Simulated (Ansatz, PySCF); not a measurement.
System: ethyl chloride, C$_{2}$H$_{5}$Cl, net charge 0, singlet state. 
Coordinates optimised at B3LYP-D3(BJ)/def2-TZVP (Ansatz, a program for electronic structure):
SMILES: CCCl
```xyz
8

C      0.0132     0.8176    -0.0128
C      1.5157     0.6457    -0.0186
Cl    -0.8344    -0.7820     0.0168
H     -0.3333     1.3555     0.8664
H     -0.3433     1.3280    -0.9043
H      1.9943     1.6284    -0.0365
H      1.8521     0.1152     0.8721
H      1.8422     0.0878    -0.8961
```
Charge 0, spin multiplicity 1.

Total electronic energies in hartree. Valence correlation only, unless marked. No spin-orbit coupling. No relativistic terms. CBS marks a two-point X^-3 extrapolation of the correlation energy; Hartree-Fock from the larger set. The bracket is a focal-point correction in the basis named.

```csv
level,program,energy (Eh)
HF/6-31G*,Ansatz,-538.13126
HF-D4/def2-TZVPD,PySCF + dftd4,-538.20929
TPSS-D4/def2-TZVPD,PySCF + dftd4,-539.51284
r2SCAN-D3(BJ)/def2-TZVPD,Ansatz + dftd3,(withheld)
PBE0-D4/def2-TZVPD,Ansatz + dftd4,(withheld)
BHLYP/def2-TZVPD,Ansatz,-539.41612
PW6B95-D4/def2-TZVPD,PySCF + dftd4,(withheld)
CAM-B3LYP-D3(BJ)/def2-TZVPD,Ansatz + dftd3,-539.43849
B2GP-PLYP-D3(BJ)/def2-TZVPD,Ansatz + dftd3,-539.19658
RI-MP2/cc-pV(Q+d)Z,Ansatz,-538.79726
SCS-MP2/cc-pV(D+d)Z,Ansatz,-538.58940
SCS-MP2/cc-pV(T+d)Z,Ansatz,-538.74941
CCSD(T)/cc-pV(T+d)Z,Ansatz,-538.81133
"RI-MP2/CBS(cc-pV(T+d)Z,cc-pV(Q+d)Z)+[CCSD(T)-MP2]/cc-pV(D+d)Z",Ansatz,-538.8840
"RI-MP2/CBS(aug-cc-pV(T+d)Z,aug-cc-pV(Q+d)Z)+[CCSD(T)-MP2]/aug-cc-pV(T+d)Z",Ansatz,-538.8932
```

Problem. Complete the blanks.

Solution. 
- r2SCAN-D3(BJ)/def2-TZVPD, energy (Eh): -539.38676
- PBE0-D4/def2-TZVPD, energy (Eh): -539.22154
- PW6B95-D4/def2-TZVPD, energy (Eh): -539.92850
